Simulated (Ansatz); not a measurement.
Which is lower?

Two relaxed structures of SiNH4S (charge +1), closed shell (PBE0-D4/def2-TZVP; forces vanish, vibrations not checked).

A:

```xyz
7
angstrom
N -0.7169 0.4366 -0.9156
Si -0.0937 0.0131 0.9404
S 1.7827 -0.5592 0.2113
H -1.6819 0.7678 -0.9038
H -0.1542 1.1657 -1.3589
H -0.6856 -0.3772 -1.5332
H 2.2453 -0.8571 1.4424
```

B:

```
7
angstrom
N -0.8237 0.6273 -0.8703
Si -0.0508 -0.1904 0.3252
S 1.9794 -0.4014 0.2653
H -1.8279 0.7538 -0.8765
H -0.3710 1.0539 -1.6678
H -0.8801 -0.7416 1.4033
H 1.9741 -1.1015 1.4208
```

Program: Ansatz 0.2.0. Basis: def2-TZVPP. Cores are frozen in the correlated methods. B3LYP uses VWN-RPA correlation.

**Question.** Which structure is lower at CCSD(T), and by how much? (To be estimated.)

**Answer.** By the calculation: B, by 23.7 kJ/mol (electronic energy, against the other). By their contacts, A is SiNH₄S ([NH3][Si][SH]), total charge +1 and B is SiNH₄S ([NH2][SiH][SH]), total charge +1.

All methods give the same order:

```tsv
method	E(B) − E(A) (kJ/mol)
PBE-D4	-18.0
r2SCAN-D4	-37.9
PBE0-D4	-25.8
B3LYP-D4	-25.0
wB97M-V	-19.5
HF	-44.8
MP2	-36.1
CCSD	-26.0
CCSD(T)	-23.7
```

No T1 diagnostic of these runs exceeds 0.015. The restricted Hartree–Fock reference is unstable towards an unrestricted one at one or more of these structures.

Labels in which every atom is bracketed show which atoms are joined, not bond orders.

For scale, one of the runs: CCSD(T)/def2-TZVPP, 171 basis functions, launched by `ansatz run in.yaml --threads 2 --pin off --events-out ev --progress --plain --max-ram 4352MiB`. Time: 23 s of wall clock on 2 CPU threads of an AMD EPYC 7R43; the host was shared. Peak host memory: 1.3 GiB.
